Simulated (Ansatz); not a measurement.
**What a trial cell of RbY₂ relaxes into**

The calculation used DFT PBE, scalar-relativistic, plane waves, PAW in Ansatz. Cutoff 420 eV, Γ-centred k mesh, Gaussian smearing, no spin polarisation in the final step.

RbY₂ was placed on the sites of a reported TbCd2 cell (P6/mmm, No. 191), with Rb in place of Tb, Y in place of Cd, at a guessed volume.

```yaml
crystal:
  lattice:
    - [5.23616, 0.00000, 0.00000]
    - [-2.61808, 4.53465, 0.00000]
    - [0.00000, 0.00000, 3.68293]
  atoms:
    - { symbol: Rb, position: [0.00000, 0.00000, 0.00000] }
    - { symbol: Y, position: [0.33333, 0.66667, 0.50000] }
    - { symbol: Y, position: [0.66667, 0.33333, 0.50000] }
```

Cell and atoms relax at zero pressure; the relaxation can't lower the symmetry of the start. After a coarse first stage the cell is made exact in the group found at 0.06 Å.

Formation energies are uncorrected and refer to the elements' standard structures at the same level.

(1) Describe the relaxed structure.

(2) What are its volume, energy, density and gap?

## Answers

(1) It keeps P6/mmm (No. 191), but not the shape of the type it started on. Conventional cell: a = 6.445 Å, c = 3.446 Å. Rb has 2 Rb at 3.45 Å and 12 Y at 4.10 Å; Y has 2 Y at 3.45 Å, 3 Y at 3.72 Å and 6 Rb at 4.10 Å.

```
Rb Y
1.0
     6.44486    0.00000    0.00000
    -3.22243    5.58141    0.00000
     0.00000    0.00000    3.44584
Rb Y
1 2
Direct
  0.00000 0.00000 0.00000
  0.33333 0.66667 0.50000
  0.66667 0.33333 0.50000
```

(2) The volume per atom is 41.32 Å³ and the density is 3.53 g/cm³. The energy over the elements is 0.73 eV/atom and the gap on the 12×12×14 mesh is 0 eV (a metal).

The final run used a 12×12×14 mesh on its 3-atom cell and 0.10 eV smearing. For metals, differences of a few meV/atom aren't resolved. Symmetry constrained the relaxation, so the result can be a saddle point.

Cost: 3 runs of about 2 core-minutes in all, on Arm Neoverse V1 (shared hosts).